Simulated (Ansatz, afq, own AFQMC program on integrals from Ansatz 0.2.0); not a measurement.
**Where AFQMC and coupled cluster stand for BH₃⁻, doublet**

```xyz
4

B     0.0000    0.0000    0.0000
H     1.3495    0.0162    0.0036
H    -0.6888    1.1606   -0.0040
H    -0.6607   -1.1768    0.0004
```

Basis aug-cc-pVDZ. Only valence electrons are correlated. Integrals, coupled cluster, full CI and functionals: Ansatz 0.2.0; the random walks run on the same integrals in our own AFQMC program. ph-AFQMC/CISD is guided by a CISD state made of CCSD amplitudes; releasing the constraint for a short imaginary time cuts its bias at the price of noise, slowly where states lie close. ± is one standard error of the sampling.

Determinant: UHF, the one that the program's search chose, which needn't be the lowest solution. The geometry is a point of a scan.

No full CI on the walks' own integrals is used here; CCSDT(Q) serves as the reference and is uncertain by about the last step of the cluster series.

```
T1 diagnostic                               : 0.0173
weight of the determinant in the CISD state : 0.912
⟨S²⟩ of the determinant                     : 0.759
size of the correlated space                : 7 electrons in 49 orbitals
```

Reference: CCSDT(Q), correlation energy -4.069 eV. The released energy is read at 2.40 1/Eh (meV from the phaseless value at times in 1/Eh: 12 ± 7 at 0.24, 9 ± 8 at 0.51, 9 ± 8 at 0.99, 10 ± 5 at 1.62, 14 ± 8 at 2.40).

```json
{"level": "HF", "E − E(reference) (meV)": "4069.2", "share of correlation (%)": "0.00"}
{"level": "MP2", "E − E(reference) (meV)": "843.7", "share of correlation (%)": "79.27"}
{"level": "CCSD", "E − E(reference) (meV)": "137.5", "share of correlation (%)": "96.62"}
{"level": "CCSD(T)", "E − E(reference) (meV)": "25.9", "share of correlation (%)": "99.36"}
{"level": "CCSDT", "E − E(reference) (meV)": "3.6", "share of correlation (%)": "99.91"}
{"level": "ph-AFQMC/CISD", "E − E(reference) (meV)": "-4.0 ± 8.2", "share of correlation (%)": "100.10"}
{"level": "released AFQMC", "E − E(reference) (meV)": "10.5 ± 7.9", "share of correlation (%)": "99.74"}
```

A walk keeps the symmetry of its determinant, which the program's search chose and which needn't be the lowest solution, so a lower state of the same spin and another symmetry isn't excluded. Released energies are given only where the last usable release times agree within the noise; a slower fall can still hide under it.
